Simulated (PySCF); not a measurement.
An unknown gives this computed stick spectrum. Level of theory: TDDFT B3LYP/def2-SVPD, vertical, gas phase, core orbitals frozen in the response in PySCF. Geometries: GFN2-xTB, one conformer each.

| state | λ (nm) | f |
| --- | --- | --- |
| S1 | 237.5 | 0.0000 |
| S2 | 224.0 | 0.0002 |
| S3 | 214.0 | 0.778 |
| S4 | 196.8 | 0.0021 |
| S5 | 183.1 | 0.010 |
| S6 | 178.9 | 0.0017 |
| S7 | 178.8 | 0.0059 |
| S8 | 169.7 | 0.128 |

Question: Which candidate is it? All have the formula C5H6.
A. `C(C=C)=C=C`
B. `C#CCC=C`
C. `C1C23CC12C3`

Answer: A. Its S1, at 5.22 eV, is the lowest among the candidates; the nearest of the others has S1 at 6.33 eV. S1 is HOMO→LUMO+1 (90%). Löwdin shares by element: HOMO carbon 84% or more (atoms not listed hold the other 17%); LUMO carbon 77% or more (atoms not listed hold the other 23%). At the same level the other candidates give, for their lowest levels:
- `C1C23CC12C3`: 173 nm (f 0.000); 165 nm (f 0.318); 158 nm (f 0.025 summed over 2 states); 157 nm (f 0.053 summed over 2 states); 151 nm (f 0.078) [of 8 roots; the last level is left out, as the window may have cut its degenerate partner]; T1 4.52 eV; HOMO -7.38, LUMO -0.17 eV
- `C#CCC=C`: 196 nm (f 0.001); 191 nm (f 0.064); 182 nm (f 0.001); 176 nm (f 0.014); 173 nm (f 0.012); T1 4.57 eV; HOMO -7.41, LUMO -0.17 eV

The values belong to the conformer `[CH2:1]=[C:2]=[CH:3][CH:4]=[CH2:5]`: C2–C3–C4–C5 180°.
Triplets come from the Tamm–Dancoff approximation.
